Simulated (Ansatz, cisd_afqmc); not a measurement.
System: N$_{2}$H$_{4}$, charge 0, singlet. N2H4 (SMILES NN).
B3LYP-D3(BJ)/def2-TZVP minimum from Ansatz (a program for electronic structure):
```
N
H 1 1.0116
H 1 1.0154 2 108.30
N 1 1.4300 2 107.93 3 122.00
H 4 1.0116 1 107.93 2 150.52
H 4 1.0154 5 108.30 1 -122.00
```
Charge 0, spin multiplicity 1.

Total energies in cc-pVDZ, 14 correlated electrons, 2 frozen orbitals. Radicals and triplets start from unrestricted determinants; spin-orbit coupling is neglected. Cores are frozen in correlated methods. No relativity. The Monte Carlo rows (phaseless AFQMC, CISD trial, step 0.005/hartree) carry one-sigma bars that omit the constraint's bias. Outlying blocks are dropped, and bars are widened where a walk drifts. Over all cases where full CI ran beside it in this data, AFQMC minus full CI had a median of +0.1 mEh and passed +0.4 mEh in a tenth of the cases.

```tsv
method	program	energy (Eh)	minus CCSDT(Q) (mEh)
HF	Ansatz	-111.18620	384.63
MP2	Ansatz	-111.53597	34.85
CCSD	Ansatz	-111.56095	9.87
CCSD(T)	Ansatz	-111.56962	1.21
CCSDT(Q)	Ansatz	-111.57083	0.00
AFQMC/CISD	cisd_afqmc	-111.5706 ± 0.0004	0.2 ± 0.4
```
